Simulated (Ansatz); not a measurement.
`CC(C)(C)C#N` + `O=C(O)O` → `COC(=O)O` + `CC(C)C#N` at 600 K and 1 bar (substitution at a C–C bond).

Isolated molecules relaxed with PBE0-D4/def2-TZVP in Ansatz; ΔE leaves out vibrations. CCSD(T)/CBS adds triple-zeta CCSD(T) − MP2 to the extrapolated MP2 energy (def2 sets, frozen cores). One conformer a species, not always the lowest.

```json
{"species": "`CC(C)(C)C#N`", "CCSD(T)/CBS energy (Eh)": "-250.38233", "H − E (kJ/mol)": "412.0", "S (J/(mol·K))": "437.8"}
{"species": "`O=C(O)O`", "CCSD(T)/CBS energy (Eh)": "-264.79774", "H − E (kJ/mol)": "139.8", "S (J/(mol·K))": "313.2"}
{"species": "`COC(=O)O`", "CCSD(T)/CBS energy (Eh)": "-304.04228", "H − E (kJ/mol)": "226.0", "S (J/(mol·K))": "374.7"}
{"species": "`CC(C)C#N`", "CCSD(T)/CBS energy (Eh)": "-211.11809", "H − E (kJ/mol)": "325.7", "S (J/(mol·K))": "398.8"}
```

H − E and S are ideal-gas, rigid-rotor, harmonic terms from PBE0-D4/def2-TZVP, for one conformer and one mirror image of each species. 1 Eh = 2625.50 kJ/mol, R = 8.31446 J/(mol·K).

**Question.** By hand: ΔE, ΔH, ΔS and ΔG.

**Answer.** ΔE = (-304.04228) + (-211.11809) − (-250.38233) − (-264.79774) = 0.01970 Eh = 51.7 kJ/mol. Δ(H − E) = 226.0 + 325.7 − 412.0 − 139.8 = -0.1, so ΔH = 51.6 kJ/mol. ΔS = 374.7 + 398.8 − 437.8 − 313.2 = 22.5 J/(mol·K). ΔG = 51.6 − 600 × (22.5)/1000 = 38.1 kJ/mol.

**Question.** By hand: the equilibrium constant, and the temperature at which ΔG would vanish if ΔH and ΔS stayed fixed.

**Answer.** log₁₀ K = −ΔG/(RT ln 10) = -3.3. ΔG = 0 at ΔH/ΔS = 2293 K.

ΔH outweighs TΔS. A doubt of 5 kJ/mol in ΔE shifts log₁₀ K by 0.4 here. Other conformers and mirror images would add mixing entropy, several J/(mol·K) or more a flexible species. These are equilibria of isolated gas molecules and say nothing of rates. Largest T1 diagnostic: 0.014 (customary marks: 0.02 for closed shells, 0.045 for open ones).
